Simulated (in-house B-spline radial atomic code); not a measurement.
N. Computed with a B-spline radial atomic code. Model: all-electron spherical atom, spin shells full or empty, radial basis limit, no spin-orbit coupling, Breit or QED, empty-state partial waves extrapolated as (l+1/2)^-4, RPA, G0W0 and static COHSEX of the highest shell as one setting changes (uncorrelated shells keep exact exchange).

Empty levels are discrete states of a finite basis, so the steps are uneven.

Given: element N; charge 0; filled core He; hamiltonian non-relativistic; mean-field start PBE; highest l of empty states 9; lowest nl shells left uncorrelated 0; highest mean-field shell 2p up; box radius 40 bohr.

Shell: 2s 1 1, 2p 3 0 (electrons up and down).

```csv
highest empty level kept (hartree),RPA correlation energy (hartree),G0W0 level (eV),G0W0 minus most complete (meV),COHSEX level (eV),linearised minus solved G0W0 (meV)
1,-0.085182,-12.531,999.1,-13.541,-173.4
2,-0.13621,-12.786,743.8,-14.495,-190.1
3.5,-0.16829,-12.969,561.4,-15.177,-208.8
6,-0.19863,-13.151,379.7,-15.874,-230
10,-0.23084,-13.352,178.2,-16.672,-256.4
18,?,?,?,?,?
30,-0.27308,-13.484,46.1,-17.107,-275.3
60,-0.30418,-13.514,15.8,-17.202,-279.8
120,?,?,?,?,?
250,-0.33247,-13.529,1.3,-17.246,-282
600,-0.33827,-13.53,0.2,-17.249,-282.1
2000,-0.3396,-13.53,0,-17.249,-282.2
```

(1) What follows for highest empty level kept = 120?

(2) What follows for highest empty level kept = 18?

## Answers

(1) RPA correlation energy -0.32266 hartree; G0W0 level -13.525 eV; G0W0 minus most complete 5.3 meV; COHSEX level -17.234 eV; linearised minus solved G0W0 -281.4 meV.

(2) RPA correlation energy -0.25243 hartree; G0W0 level -13.437 eV; G0W0 minus most complete 93.1 meV; COHSEX level -16.957 eV; linearised minus solved G0W0 -268.4 meV.
